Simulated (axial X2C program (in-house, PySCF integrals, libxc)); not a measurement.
AlS: bond constants with and without spin–orbit coupling

Calculated with an in-house all-electron X2C program for linear molecules (integrals from PySCF). Spin-free means the one-electron spin-free X2C Hamiltonian; two-component (2c) means X2C with spin–orbit coupling and atomic mean-field two-electron Coulomb and Gaunt terms, so the difference of the two also holds small scalar two-electron terms. Basis: S dyall-av3z [9s8p3d2f], Al dyall-v3z [8s8p2d1f] (cores contracted in-house); Gaussian nuclei, density fitting, unrestricted open shells. Masses: S 31.972 u, Al 26.982 u.

The run was started with this input:
```json
{
 "zs": [
  16,
  13
 ],
 "q": 0,
 "bas": [
  "dyall-av3z",
  "dyall-v3z"
 ],
 "levels": [
  "PBE0",
  "HF",
  "B97-3"
 ],
 "cc": true,
 "r0": 2.07,
 "thr": -2.0,
 "nmax": 90,
 "npts": 10,
 "nst": 2,
 "ntry": 6
}
```
```bash
python so2c.py task.json out
```

Keys: zs atomic numbers; q charge; bas basis sets; levels methods; cc coupled cluster on or off; r0 starting distance in Å; thr threshold in hartree for freezing inner shells (an s shell follows its p shell); nmax most natural virtual spinors; npts points on the curve; nst determinants followed; ntry starts of the search. HF also brings MP2.

State, spin-free: M_S = 1/2, Λ = 0 (beyond evenly filled blocks: σα); electrons by block: σα: 9, σβ: 8, π+α: 3, π+β: 3, π-α: 3, π-β: 3. Fragments: S + Al.

State, 2c: Ω = 1/2 (⟨Sz⟩ = 0.50, ⟨Lz⟩ = 0.00 at PBE0); electrons by block: 1/2: 12, -1/2: 11, 3/2: 3, -3/2: 3. Fragments: S + Al.

```
Hamiltonian    level  Re (Å)  ωe (cm⁻¹)  De (eV)  D0 (eV)  μ (D)
  spin-free     PBE0   2.039      613.6     4.14     4.10   3.94
  spin-free       HF   2.029      598.1     2.44     2.40   4.84
  spin-free     CCSD   2.051      591.4     3.71     3.68    n/a
  spin-free  CCSD(T)   2.055      608.3     3.96     3.92    n/a
  spin-free    B97-3   2.046      607.7     4.22     4.18   3.98
         2c     PBE0   2.040      613.1     4.14     4.10   3.94
```

Correlated methods: 9 electrons correlated (number of frozen shells: S 2 s, 1 p; Al 2 s, 1 p), 169 virtual spin orbitals or spinors in MP2, 89 natural virtuals in coupled cluster.

Dipoles are positive if Al is the positive end.

The state is a single determinant with fixed occupations, the lowest that a limited PBE0 search found. Dissociation energies refer to the lowest single-determinant-based atoms at the same level and basis. Density functionals use the spin component along the axis (collinear). CCSD and (T) use frozen natural virtuals with an MP2 correction for the truncation; (T) itself is uncorrected, so its De runs slightly low. In 2c an atomic determinant is not the ground J level, so De misses part of the atomic spin–orbit lowering. This holds for PBE0. Without a current term, density functionals place determinants with orbital angular momentum somewhat too high. The stretched end of a curve changes character and is left out.

No reliable constants came from B97-3 (2c), CCSD (2c), CCSD(T) (2c), HF (2c), MP2 (2c), MP2 (spin-free): no minimum in range, unconverged points, a curve that is not smooth, a change of character along it, or the two Hamiltonians disagreeing along it.

Rough cost a point (2c) on 1 thread(s) of a shared host, integrals apart: PBE0 0.6 s.

The whole task took 95 s on 1 thread of Arm Neoverse V1, with other jobs on the host.
